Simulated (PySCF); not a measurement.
Level of theory: PySCF 2.14.0 with PBE-D3(BJ)/def2-TZVP // B3LYP-D3(BJ)/def2-TZVP. All species are isolated molecules in the gas phase. One relaxed conformer stands for a flexible species; it need not be the lowest. Excitations are Tamm–Dancoff values on a coarser integration grid. The basis has no diffuse functions, so Rydberg states are missing or too high.

Reference species (SMILES): `ClB(Cl)Cl` (neutral, multiplicity 1).

| Property | Result |
|---|---|
| S1 excitation (TDA) | 5.10 eV |
| S1–T1 gap (TDA) | 0.19 eV |
| HOMO–LUMO gap | 5.02 eV |

Changed species: `B(Cl)(S)S` (H–S–B–Cl torsion 180°, Cl–B–S–H torsion 0°) (2 of 3 Cl replaced by SH; the reference has 0 of 3 Cl replaced by SH).

Task: What does the change do to the S1 excitation (TDA), S1–T1 gap (TDA) and HOMO–LUMO gap?

Result: the S1 excitation (TDA) goes up by 0.49 eV, to 5.59 eV; the S1–T1 gap (TDA) increases by 1.04 eV, to 1.23 eV; the HOMO–LUMO gap decreases by 0.34 eV, to 4.68 eV.
